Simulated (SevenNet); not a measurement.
Trigonal Se

Level of theory: the machine-learned potential SevenNet-0 (trained on PBE and PBE+U data).

Cell: relaxed at this level.

```json
{
  "lattice_constant_a": "4.837 Å",
  "lattice_parameter_c": "5.061 Å"
}
```

Measured, for comparison: lattice constant a 4.365 Å, lattice parameter c 4.958 Å (293 K, no zero-point or thermal correction; as tabulated in Wikipedia's data pages). Computed (rounded) less measured: lattice constant a +10.8 %, lattice parameter c +2.1 %.

A machine-learned potential is trained on density-functional data: it inherits that level's misses and adds fitting errors of its own.

Note: elastic tensor is not positive definite: mechanically unstable at this level; negative: at this level the crystal gains energy by rearranging, so this bulk phase is not the stable one; the model gives imaginary modes for this phase (in the spectrum interpolated from a supercell); the model's c/a of 1.05 is far from the 1.13 of the starting cell; this model's volume lies 25 % above that of the starting cell (a measured, published or database cell); the cell moved over 20 % in volume from its start.
